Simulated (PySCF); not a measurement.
These compounds are isomers of formula C5H3N.

A. `InChI=1S/C5H3N/c1-2-3-4-5-6/h2H,1H2`
B. SMILES C#C/C=C/C#N
C. `InChI=1S/C5H3N/c1-2-3-4-5-6/h4H,1H2`

Spectrum 1. 1H NMR (500 MHz, computed): δ 6.41 (dd, J = 18.5, 4.0 Hz, 1H), 5.79 (dd, J = 18.5, 1.3 Hz, 1H), 3.90 (dd, J = 4.0, 1.3 Hz, 1H). 13C{1H} NMR (computed): δ 138.6 (CH), 121.9 (C), 121.0 (CH), 102.5 (CH), 82.7 (C).

Spectrum 2. 1H NMR (500 MHz, computed): δ 6.50 (dd, J = 19.6, 1.9 Hz, 1H), 6.35 (dd, J = 13.5, 1.9 Hz, 1H), 5.99 (dd, J = 19.6, 13.5 Hz, 1H). 13C{1H} NMR (computed): δ 148.8 (CH2), 121.9 (CH), 111.2 (C), 81.1 (C), 75.2 (C).

Spectrum 3. 1H NMR (500 MHz, computed): δ 6.11 (d, J = 11.9 Hz, 2H), 5.48 (t, J = 11.9 Hz, 1H). 13C{1H} NMR (computed): δ 200.0 (C), 181.5 (C), 119.1 (C), 114.7 (CH2), 87.0 (CH).

Non-relativistic Hamiltonian, rapidly exchanging positions averaged, one computed conformer, no solvent. GIAO PBE0/pcSseg-1 shieldings; coordinates at the PBE0-D3(BJ)/def2-SVP level; B3LYP/pcJ-1 coupling constants; PySCF 2.14.0 with density-fitted response routines.

References, each an isolated molecule treated in the same way: TMS for 1H and 13C. Multiplet labels drop J under 1 Hz and among equivalent protons, and merge close values. Unscaled 3J(H,H) run several per cent high. Shifts are as computed. Against solution values, carbons near 30 ppm lie about +2 ppm off and those near 130 ppm about +5 ppm. Of 1211 compounds with measured shifts, 218 miss one by over three times the rms of a fit or turn the order of signals round; such compounds aren't used in these exercises.

Problem. Match each spectrum to its structure.

Solution. 1–B, 2–A, 3–C.

- Spectrum 1 (B): 5 13C signals; δC 138.6 is an alkene CH; δC 121.9 is a nitrile carbon.
- Spectrum 2 (A): 5 13C signals; δC 148.8 is a terminal =CH2 carbon; δC 121.9 is an alkene CH.
- Spectrum 3 (C): 5 13C signals; δC 200.0 is a central carbon of an allene; δC 119.1 is a nitrile carbon.
